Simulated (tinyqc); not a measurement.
Inside a calculation. Method: CCSD on RHF in the sto-3g basis, for CH3+, spin multiplicity 1. One step of it, computed by the program tinyqc.

Question. CCSD: starting amplitudes. t_ij^ab = <ij||ab> / (e_i + e_j - e_a - e_b), whose energy is MP2.

orbital energies (hartree): MO1 -11.617140, MO2 -1.316441, MO3 -0.998604, MO4 -0.998601, MO5 -0.259951, MO6 0.293079, MO7 0.360993, MO8 0.361008

Two-electron integrals over orbitals (pq|rs), unique and non-zero (hartree):
```
(11|11) 3.505337    (21|11) -0.310882   (21|21) 0.043407    (22|11) 0.744505
(22|21) -0.011070   (22|22) 0.530648    (31|11) 0.000016    (31|21) -1.58e-06
(31|22) 2.60e-06    (31|31) 0.010954    (32|11) -9.99e-08   (32|21) 1.28e-06
(32|22) 0.000015    (32|31) 0.017179    (32|32) 0.123970    (33|11) 0.682250
(33|21) -0.005202   (33|22) 0.519720    (33|31) 0.003300    (33|32) 0.043636
(33|33) 0.561120    (41|41) 0.010954    (42|41) 0.017179    (42|42) 0.123961
(43|41) -0.003303   (43|42) -0.043648   (43|43) 0.041298    (44|11) 0.682244
(44|21) -0.005202   (44|22) 0.519708    (44|31) -0.003301   (44|32) -0.043643
(44|33) 0.478543    (44|44) 0.561123    (51|11) -0.007348   (51|21) 0.000878
(51|22) -0.000749   (51|31) -5.47e-08   (51|32) 7.44e-09    (51|33) -0.000298
(51|44) -0.000298   (51|51) 0.021796    (52|11) 0.003590    (52|21) -0.000376
(52|22) -0.001131   (52|31) 1.91e-08    (52|32) 3.95e-08    (52|33) -0.000077
(52|44) -0.000077   (52|51) 0.025254    (52|52) 0.100994    (53|11) -4.62e-07
(53|21) 3.59e-08    (53|22) -5.45e-08   (53|31) 0.000193    (53|32) -0.000126
(53|33) -0.000436   (53|44) 0.000436    (53|51) -1.34e-06   (53|52) -3.88e-06
(53|53) 0.025559    (54|41) 0.000193    (54|42) -0.000126   (54|43) 0.000436
(54|54) 0.025559    (55|11) 0.851889    (55|21) -0.009740   (55|22) 0.560266
(55|31) 4.69e-07    (55|32) -5.54e-08   (55|33) 0.523916    (55|44) 0.523913
(55|51) 0.000922    (55|52) 0.005384    (55|53) -4.75e-07   (55|55) 0.672865
(61|11) -0.286415   (61|21) 0.040741    (61|22) -0.009570   (61|31) -0.000011
(61|32) -0.000013   (61|33) -0.004302   (61|44) -0.004298   (61|51) 0.000289
(61|52) -0.000917   (61|53) -1.13e-07   (61|55) -0.006867   (61|61) 0.038320
(62|11) 0.259595    (62|21) -0.010229   (62|22) 0.078670    (62|31) -0.000006
(62|32) -0.000012   (62|33) 0.057619    (62|44) 0.057593    (62|51) -0.000893
(62|52) -0.001065   (62|53) -7.82e-07   (62|55) 0.129765    (62|61) -0.008698
(62|62) 0.071505    (63|11) -0.000175   (63|21) 4.64e-06    (63|22) -0.000061
(63|31) 0.005274    (63|32) -0.025269   (63|33) -0.030193   (63|44) 0.030101
(63|52) -1.45e-06   (63|53) 0.000621    (63|55) -0.000084   (63|61) -6.75e-07
(63|62) -0.000073   (63|63) 0.053923    (64|41) 0.005268    (64|42) -0.025331
(64|43) 0.030167    (64|54) 0.000621    (64|64) 0.053991    (65|11) -0.005423
(65|21) -0.000121   (65|22) -0.003290   (65|31) -2.80e-07   (65|32) -1.79e-06
(65|33) -0.001666   (65|44) -0.001664   (65|51) 0.022013    (65|52) 0.073053
(65|53) -0.000015   (65|55) -0.000770   (65|61) -0.000657   (65|62) -0.003593
(65|63) 1.48e-06    (65|65) 0.059582    (66|11) 0.646528    (66|21) -0.010161
(66|22) 0.477776    (66|31) -0.000017   (66|32) -0.000134   (66|33) 0.478395
(66|44) 0.478517    (66|51) -0.001547   (66|52) -0.004303   (66|53) 1.26e-06
(66|55) 0.489861    (66|61) -0.008547   (66|62) 0.035056    (66|63) 0.000037
(66|65) -0.004258   (66|66) 0.472881    (71|41) 0.014970    (71|42) 0.021160
(71|43) -0.003348   (71|54) 0.000278    (71|64) 0.007072    (71|71) 0.020589
(72|41) 0.010190    (72|42) 0.014685    (72|43) 0.021700    (72|54) 0.001286
(72|64) 0.042698    (72|71) 0.013278    (72|72) 0.048026    (73|41) 0.004209
(73|42) 0.051134    (73|43) -0.014003   (73|54) -0.000465   (73|64) -0.026493
(73|71) 0.005569    (73|72) -0.005044   (73|73) 0.038332    (74|11) 0.258923
(74|21) -0.006341   (74|22) 0.084504    (74|31) 0.004210    (74|32) 0.051135
(74|33) 0.082291    (74|44) 0.054294    (74|51) 0.000082    (74|52) 0.002439
(74|53) -0.000465   (74|55) 0.121735    (74|61) -0.005166   (74|62) 0.072411
(74|63) -0.026501   (74|65) -0.000935   (74|66) 0.033859    (74|74) 0.117432
(75|41) 0.000461    (75|42) 0.002926    (75|43) -0.001074   (75|54) 0.018132
(75|64) -0.000989   (75|71) 0.000604    (75|72) 0.000435    (75|73) 0.001307
(75|75) 0.018029    (76|41) 0.014236    (76|42) 0.109454    (76|43) -0.049047
(76|54) -0.000830   (76|64) -0.048151   (76|71) 0.017977    (76|72) -0.010922
(76|73) 0.058127    (76|75) 0.002687    (76|76) 0.125217    (77|11) 0.717534
(77|21) -0.008881   (77|22) 0.504826    (77|31) 0.000402    (77|32) -0.030633
(77|33) 0.473197    (77|44) 0.541727    (77|51) -0.000184   (77|52) 0.000369
(77|53) 0.000845    (77|55) 0.510711    (77|61) -0.007233   (77|62) 0.050757
(77|63) 0.040996    (77|65) -0.000888   (77|66) 0.485128    (77|74) 0.042404
(77|77) 0.554820    (81|11) -0.000182   (81|21) 0.000027    (81|22) -3.52e-06
(81|31) 0.014970    (81|32) 0.021160    (81|33) 0.003342    (81|44) -0.003349
(81|51) 1.93e-07    (81|52) -5.54e-07   (81|53) 0.000278    (81|55) -4.24e-06
(81|61) 0.000012    (81|62) -0.000013   (81|63) 0.007079    (81|65) -7.72e-07
(81|66) -0.000027   (81|74) 0.005566    (81|77) 0.001153    (81|81) 0.020589
(82|11) 0.000177    (82|21) -0.000006   (82|22) 0.000055    (82|31) 0.010189
(82|32) 0.014676    (82|33) -0.021666   (82|44) 0.021743    (82|51) -5.43e-07
(82|52) -4.26e-07   (82|53) 0.001286    (82|55) 0.000088    (82|61) -0.000014
(82|62) 0.000020    (82|63) 0.042695    (82|65) -2.46e-06   (82|66) 0.000039
(82|74) -0.004996   (82|77) 0.031314    (82|81) 0.013277    (82|82) 0.048027
(83|11) 0.258915    (83|21) -0.006341   (83|22) 0.084488    (83|31) -0.004208
(83|32) -0.051157   (83|33) 0.054276    (83|44) 0.082308    (83|51) 0.000082
(83|52) 0.002439    (83|53) 0.000465    (83|55) 0.121730    (83|61) -0.005159
(83|62) 0.072406    (83|63) 0.026423    (83|65) -0.000934   (83|66) 0.034000
(83|74) 0.045269    (83|77) 0.076445    (83|81) -0.005570   (83|82) 0.005118
(83|83) 0.117465    (84|41) 0.004214    (84|42) 0.051122    (84|43) -0.013985
(84|54) -0.000464   (84|64) -0.026460   (84|71) 0.005575    (84|72) -0.005015
(84|73) 0.033798    (84|75) 0.001306    (84|76) 0.058099    (84|84) 0.038300
(85|11) -3.13e-06   (85|21) -5.45e-08   (85|22) -1.62e-06   (85|31) 0.000461
(85|32) 0.002926    (85|33) 0.001072    (85|44) -0.001074   (85|51) 0.000014
(85|52) 0.000048    (85|53) 0.018132    (85|55) -2.35e-07   (85|61) -7.85e-07
(85|62) -2.48e-06   (85|63) -0.000987   (85|65) 0.000027    (85|66) -0.000006
(85|74) 0.001306    (85|77) -0.000780   (85|81) 0.000604    (85|82) 0.000435
(85|83) -0.001308   (85|85) 0.018029    (86|11) -0.000033   (86|21) -3.14e-07
(86|22) -4.94e-07   (86|31) 0.014237    (86|32) 0.109419    (86|33) 0.048973
(86|44) -0.049012   (86|51) -8.54e-07   (86|52) -2.84e-06   (86|53) -0.000829
(86|55) -0.000007   (86|61) -0.000012   (86|62) -3.34e-06   (86|63) -0.048025
(86|65) -3.87e-06   (86|66) -0.000161   (86|74) 0.058091    (86|77) -0.048336
(86|81) 0.017978    (86|82) -0.010890   (86|83) -0.058150   (86|85) 0.002686
(86|86) 0.125091    (87|41) 0.000410    (87|42) -0.030564   (87|43) 0.034238
(87|54) 0.000844    (87|64) 0.041028    (87|71) 0.001169    (87|72) 0.031270
(87|73) -0.016976   (87|75) -0.000778   (87|76) -0.048298   (87|84) -0.016949
(87|87) 0.041876    (88|11) 0.717538    (88|21) -0.008881   (88|22) 0.504836
(88|31) -0.000383   (88|32) 0.030774    (88|33) 0.541790    (88|44) 0.473135
(88|51) -0.000184   (88|52) 0.000369    (88|53) -0.000846   (88|55) 0.510714
(88|61) -0.007231   (88|62) 0.050793    (88|63) -0.041136   (88|65) -0.000889
(88|66) 0.485007    (88|74) 0.076498    (88|77) 0.470890    (88|81) -0.001140
(88|82) -0.031258   (88|83) 0.042304    (88|85) 0.000782    (88|86) 0.048463
(88|88) 0.554944
```

Give: Starting amplitudes; correlation energy.

Answer.

Starting amplitudes (spin orbitals 1a, 1b, ...; amplitudes related by a flip of all spins are not repeated; the 24 largest):
```
from      to        t
2a 2b  5a 5b  -0.0478
3a 3b  8a 8b  -0.0432
4a 4b  7a 7b  -0.0432
2a 4b  6a 7b  -0.0244
2a 3b  6a 8b  -0.0244
2a 2b  6a 6b  -0.0222
4a 4b  6a 6b  -0.0209
3a 3b  6a 6b  -0.0209
3a 3b  5a 5b  -0.0173
4a 4b  5a 5b  -0.0173
3a 4b  7b 8a   0.0166
2a 4b  6b 7a   0.0144
2a 3b  6b 8a   0.0144
2a 2b  8a 8b  -0.0143
2a 2b  7a 7b  -0.0143
3a 3b  7a 7b  -0.0141
4a 4b  8a 8b  -0.0141
3a 4b  7a 8b  -0.0124
2a 4a  6a 7a  -0.0100
2a 3a  6a 8a  -0.0100
3a 4b  6a 7b   0.0100
3a 4b  6b 7a  -0.0100
4a 4b  6a 8b   0.0100
3a 3b  6a 8b  -0.0100
```

correlation energy = -0.037876 hartree
